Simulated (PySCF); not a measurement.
**GaH⁻, quartet: the ladder up to full CI**

Geometry: a point of a stretch scan, not a stationary point.

```xyz
2

Ga    0.0000    0.0000    0.0000
H     0.0000    0.0000    1.9590
```

Basis aug-cc-pVDZ; PySCF 2.14.0. Correlated methods freeze the noble-gas cores and the filled d shells of p-block atoms, which leaves 5 electrons in 31 orbitals. R marks a restricted (for open shells ROHF) determinant, U an unrestricted one. No spin–orbit coupling is included, and no scalar relativity.

Full CI is exact within this basis and frozen core; it isn't the basis-set limit. The frozen core follows each run's orbitals, which can shift R against U totals by a few meV for light atoms and by up to 0.1 eV past Ca.

```
UHF ⟨S²⟩                          : 3.791
T1 diagnostic (ROHF- or RHF-based CCSD)             : 0.0583
largest doubles amplitude (ROHF- or RHF-based CCSD) : 0.072
```

```
   level  E − E(RHF) (eV)
    RMP2          -1.3655
   RCCSD          -1.9101
RCCSD(T)          -1.9820
```

(1) Estimate how far full CI in aug-cc-pVDZ lies from RCCSD(T). The table doesn't fix it; the size of (T) and the diagnostics are the guide.

(1) Full CI in aug-cc-pVDZ lies 2.9 kJ/mol below RCCSD(T), which is 42 % of the (T) step (-6.9 kJ/mol). T1 is raised, and the rest is a large part of (T).

The other levels:

```
 level  E − E(full CI) (kJ/mol)  share of correlation (%)  wall time
RCCSDT                      0.3                     99.82       14 s
```

The correlation energy at full CI, counted from RHF, is -2.012 eV. The search over symmetries took 4.7 min on 1 thread of Intel Xeon, shared host; the state has 243,572 determinants.

Run but not shown, since their state, orbitals or frozen core can't be matched to the reference's or they repeat it: UHF, UMP2, UCCSD, UCCSD(T).

Times are those of the correlated step on a shared host, with one SCF added for the restricted CCSD run; they ran on 1 thread of Intel Xeon.

The full-CI state has the irrep A2 of C2v, in the program's axes (one component, if the state is degenerate).

Natural occupations of full CI about the gap: 1.906 0.998 0.973 0.973 0.045 0.017 0.017 0.011 0.011 0.010; effectively unpaired electrons, Σ n²(2−n)², 3.04.
